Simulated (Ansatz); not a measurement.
System: C2H5 (charge 0, doublet). It need not be the lowest isomer of its formula. SMILES: C[CH2]
Coordinates optimised at B3LYP-D3(BJ)/def2-TZVP (Ansatz, a quantum-chemistry and plane-wave program):
```xyz
7

C     -0.0207    -0.6912     0.0019
C      0.0032     0.7917    -0.0023
H      0.9947    -1.1171     0.0074
H     -0.5251    -1.0873     0.8864
H     -0.5178    -1.0924    -0.8844
H      0.0727     1.3495     0.9213
H      0.0803     1.3441    -0.9285
```
Charge 0, spin multiplicity 2.

Quantity: vertical ionisation energy (to the singlet state of charge +1; each state is the SCF solution reached for its spin), in eV. Cores are frozen in the correlated levels unless marked. Open shells are spin-unrestricted. Spin-orbit coupling is left out. Non-relativistic. Basis-set limits of correlation are two-point, X^-3; Hartree-Fock from the larger set. The bracket is a focal-point correction in the basis named.

```
level                                                          program  vertical ionisation energy (eV)
-------------------------------------------------------------  -------  -------------------------------
SVWN5/def2-TZVPD                                                Ansatz                              [?]
r2SCAN/def2-TZVPD                                               Ansatz                             8.68
wB97X-V/def2-TZVPD                                              Ansatz                              [?]
B2PLYP/def2-TZVPD                                               Ansatz                             8.47
SCS-MP2/aug-cc-pVDZ                                             Ansatz                             8.34
SCS-MP2/aug-cc-pVTZ                                             Ansatz                             8.42
CCSD/aug-cc-pVTZ                                                Ansatz                             8.52
CCSD/def2-TZVPPD                                                Ansatz                              [?]
RI-MP2/CBS(aug-cc-pVTZ,aug-cc-pVQZ)+[CCSD(T)-MP2]/aug-cc-pVTZ   Ansatz                              [?]
```

**Question.** What belongs in the gaps?

**Answer.** 
- SVWN5/def2-TZVPD, vertical ionisation energy (eV): 8.50
- wB97X-V/def2-TZVPD, vertical ionisation energy (eV): 8.45
- CCSD/def2-TZVPPD, vertical ionisation energy (eV): 8.51
- RI-MP2/CBS(aug-cc-pVTZ,aug-cc-pVQZ)+[CCSD(T)-MP2]/aug-cc-pVTZ, vertical ionisation energy (eV): 8.57
